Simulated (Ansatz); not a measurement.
**Worked example: correlation energy of BGeNH, quartet**

Geometry: displaced at random from a stationary point.

```xyz
4

B    -0.0055    0.5413    1.5906
Ge   -0.0064    0.0392   -0.5030
N     0.0416   -0.7213    1.2110
H    -0.0612    1.3944    2.3630
```

Basis cc-pVDZ; Ansatz 0.2.0. Correlated methods freeze the noble-gas cores and the filled d shells of p-block atoms, which leaves 13 electrons in 44 orbitals. Prefix R: restricted or restricted open-shell reference; prefix U: unrestricted. No spin–orbit coupling is included, and no scalar relativity.

Full CI isn't at hand for all of this; UCCSDT(Q) serves as the reference, and is uncertain by the last step of the cluster series or more.

UCCSD has a T1 diagnostic of 0.031 and a largest doubles amplitude of 0.07.

Runs differ by some tens of microhartree through their thresholds and, for an open shell, their frozen cores, so steps under 0.03 kcal/mol mean nothing.

Here the R and U totals at CCSDT(Q) differ by 0.46 kcal/mol, a measure of how far such totals hang on the determinant and its frozen core.

| level | total energy (hartree) |
| --- | --- |
| UHF | -2154.936174 |
| UMP2 | -2155.214901 |
| UCCSD | -2155.239746 |
| UCCSD(T) | -2155.253636 |
| UCCSDT | -2155.254750 |
| UCCSDT(Q) | -2155.256172 |

Task: What is the correlation energy at UCCSDT(Q), and what share of it do UMP2 and UCCSD recover?

Result: E(corr) = -2155.256172 − (-2154.936174) = -0.319998 hartree = -8.708 eV. UMP2: -0.278727 / -0.319998 = 87.10 %. UCCSD: -0.303572 / -0.319998 = 94.87 %.

Task: By how many kcal/mol does UCCSD(T) miss UCCSDT(Q) (1 hartree = 627.509 kcal/mol), and which steps make up the rest?

Result: -2155.253636 − (-2155.256172) = 0.002536 hartree = 1.59 kcal/mol. Steps: UCCSDT − UCCSD(T) = -0.70, UCCSDT(Q) − UCCSDT = -0.89 kcal/mol. Differences between like states or geometries often cancel part of this.
